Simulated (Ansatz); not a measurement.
**Rhombohedral A7 As**

Method: PBEsol (Ansatz, a quantum-chemistry and plane-wave program, PAW).

Run with plane-wave cutoff 520 eV, 18×18×18 k mesh, Fermi–Dirac smearing 0.05 eV, scalar-relativistic PAW data made under PBE.

Cell (relaxed at this level):

Space group R-3m, hexagonal axes (No. 166); a = b = 3.782 Å, c = 10.112 Å, α = β = 90.00°, γ = 120.00°

```csv
atom,site,symmetry,x,y,z
As,6c,3m,0.0000,0.0000,0.2301
```
(The calculation used a cell of 2 atoms; values per cell refer to that cell.)

```
Item                                          Result
------------------------------------------  --------
bulk modulus B0                             49.4 GPa
band gap                                        none
pressure derivative B′ of the bulk modulus       7.7
```

Measured, for comparison: bulk modulus 40.8 GPa (copied from a table, unchecked, extrapolated to 0 K and zero-point effects removed; as tabulated in Lejaeghere et al. (2013), arXiv:1204.2733). Computed (rounded) less measured: bulk modulus not scored (unchecked).

Note: the cell comes from a level without a dispersion term, which matters for the spacing of layers, chains or molecules; the bulk modulus comes from volumes at which shape and atoms were relaxed.

Spin–orbit coupling is not included.
